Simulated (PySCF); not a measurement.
Atom-mapped SMILES (the numbers label the heavy atoms): `[NH2:1][C:2](=[O:3])/[CH:4]=[CH:5]/[Cl:6]`. Each H is labelled by its parent atom. Ha(N1) is cis to the C=O or C=S heteroatom; Hb(N1) is trans to the C=O or C=S heteroatom.

One conformer, relativity neglected, no solvent model. NMR shieldings at PBE0/pcSseg-1/GIAO; PBE0-D3(BJ)/def2-SVP geometry; PySCF.

Chemical shifts δ = σref − σ; 13C and 1H against TMS; 15N vs NH3; 17O against H2O; HCl for 35Cl, all at this level.

```json
{"atoms": "O3", "nucleus": "17O", "count": "1", "Hirshfeld charge": "-0.29", "δ (ppm)": "381.2"}
{"atoms": "Cl6", "nucleus": "35Cl", "count": "1", "Hirshfeld charge": "-0.01", "δ (ppm)": "?"}
{"atoms": "Hb(N1)", "nucleus": "1H", "count": "1", "Hirshfeld charge": "0.14", "δ (ppm)": "?"}
{"atoms": "C5", "nucleus": "13C", "count": "1", "Hirshfeld charge": "0.00", "δ (ppm)": "153.4"}
{"atoms": "C4", "nucleus": "13C", "count": "1", "Hirshfeld charge": "-0.08", "δ (ppm)": "?"}
{"atoms": "N1", "nucleus": "15N", "count": "1", "Hirshfeld charge": "-0.17", "δ (ppm)": "114.7"}
{"atoms": "C2", "nucleus": "13C", "count": "1", "Hirshfeld charge": "0.17", "δ (ppm)": "162.1"}
{"atoms": "Ha(N1)", "nucleus": "1H", "count": "1", "Hirshfeld charge": "0.14", "δ (ppm)": "4.30"}
{"atoms": "H(C4)", "nucleus": "1H", "count": "1", "Hirshfeld charge": "0.05", "δ (ppm)": "5.82"}
{"atoms": "H(C5)", "nucleus": "1H", "count": "1", "Hirshfeld charge": "0.06", "δ (ppm)": "7.45"}
```

Task: Complete the table.

Result: 
- C4: 129.9 ppm, α carbon of a C=C–C=O unit; an sp2 carbon of a C=C bond
- Hb(N1): 4.47 ppm, hydrogen on an amide-type nitrogen; labile proton, position sensitive to the medium
- Cl6: 218 ppm, chlorine bonded to C

Exchangeable OH/NH protons stand at their gas-phase positions; hydrogen bonding in a real sample shifts them, mostly to higher δ. Rotation about the amide-type C–N bond is slow at room temperature, so the two groups on nitrogen are listed apart. Carbons that carry Cl, above all several Cl atoms, come out too deshielded, partly because spin–orbit coupling is missing. Shifts are as computed. Against solution values, carbons near 30 ppm lie about +2 ppm off and those near 130 ppm about +5 ppm; carbons on Cl a further +5 ppm. Of 1211 compounds with measured shifts, 218 miss one by over three times the rms of a fit or turn the order of signals round; such compounds aren't used in these exercises. Hydrogen bonding in solution shields acid and N–H amide carbonyl oxygens by tens of ppm. The C=O carbon of an acid or of an amide with N–H lies up to 10 ppm further downfield in solution, through hydrogen bonding that the calculation lacks. Unscaled 17O shifts of doubly bonded oxygen tend to come out too high, by tens of ppm or more. Experimental scales use liquid or dissolved standards, which lie at an offset from isolated NH3 (liquid NH3: subtract about 20 ppm) and H2O (liquid H2O: subtract about 36 ppm).
